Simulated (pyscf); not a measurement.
A first-order saddle from PySCF, ωB97X-D3(BJ)/def2-SVP:

```xyz
12

As    -3.2666    -0.2917     0.3350
Ga    -0.8918    -0.1152     0.5437
As     1.1371    -0.8132    -0.5102
H     -3.1886    -0.2693    -1.1833
H     -3.2408    -1.8108     0.3855
H     -0.5487     0.1039     2.1961
H      0.7893    -2.2882    -0.3897
H      0.5175    -0.7065    -1.8947
As    -0.6234     2.4675     0.3487
H     -0.5213     1.1460     1.6958
H     -1.4900     3.0708     1.4366
H      0.6904     2.8141     1.0212
```
Charge 0, spin multiplicity 1.

Surface: singlet, charge 0. Lowest wavenumbers (cm⁻¹): 1212i, 48, 56, 77, 95.

**Question.** What reaction is this the transition state of?

**Answer.** H₂As–GaH–AsH₂ (SMILES [AsH2][GaH][AsH2]) + AsH₃ (SMILES [AsH3]) <-> H₂As–Ga(AsH₂)–AsH₂ (SMILES [AsH2][Ga]([AsH2])[AsH2]) + H₂ (SMILES [H][H]), a four-centre exchange read from left to right: Ga–H, As–H broken and As–Ga, H–H formed. At ωB97M-D3(BJ)/def2-TZVP it lies +21.2 kcal/mol from the left side and +31.0 kcal/mol from the right (each side as separated species at their lowest minima found). On the reactant side the descent ends in a complex, 5.8 kcal/mol under the separated species and 21.5 kcal/mol under the saddle at ωB97X-D3(BJ)/def2-TZVP. At the saddle there is also a short Ga–H contact that neither side keeps. At ωB97X-D3(BJ)/def2-TZVP the barrier from the zero used here is 15.7 kcal/mol. This is the saddle that the search found; another between the same sides may lie lower. Elements up to Kr have no core potential and no relativistic terms here.
